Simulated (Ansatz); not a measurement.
## Mo (model structure, started from the beta-Sn type, I4₁/amd, No. 141, 2 atoms in the cell): properties by level of theory

```csv
level (code),equilibrium lattice constant a (Å),lattice parameter c (Å)
PBE (Ansatz),5.059,2.640
PBEsol (Ansatz),5.005,2.609
PBE-D3(BJ) (Ansatz),5.006,2.614
r²SCAN (Ansatz),5.031,2.635
```

Ansatz's density-functional and Hartree–Fock values are scalar-relativistic unless marked +SOC, with PAW data made under PBE.

The computed numbers hold no vibrational or temperature effects.

A model structure was made by putting elements into a prototype or built by hand; it is no filed structure, need not be a known phase, and can be a saddle point held by its symmetry.

Ansatz is a program for electronic structure.
